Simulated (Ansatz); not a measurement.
**Zinc-blende GaSb: elastic constant C44 by level of theory**

No measured value is used here.

```
level (code)         value (GPa)  cell (Å³/atom)
-------------------  -----------  --------------
LDA (Ansatz)                42.5           27.65
PBE (Ansatz)                36.8           29.99
PBEsol (Ansatz)             39.8           28.53
PBE-D3(BJ) (Ansatz)         39.4           28.78
r²SCAN (Ansatz)             43.6           28.83
LC-ωPBE (Ansatz)            56.6           27.07
```

LDA, PBE, PBEsol, PBE-D3(BJ): the solid has no gap at this level, which affects its response. PBE-D3(BJ): the dispersion coefficients are held fixed in the derivatives. Each level is taken at its own relaxed cell. Cutoffs and k meshes differ between the levels. Ansatz's density-functional and Hartree–Fock values are scalar-relativistic unless marked +SOC, with PAW data made under PBE.

Ansatz is an electronic-structure program.
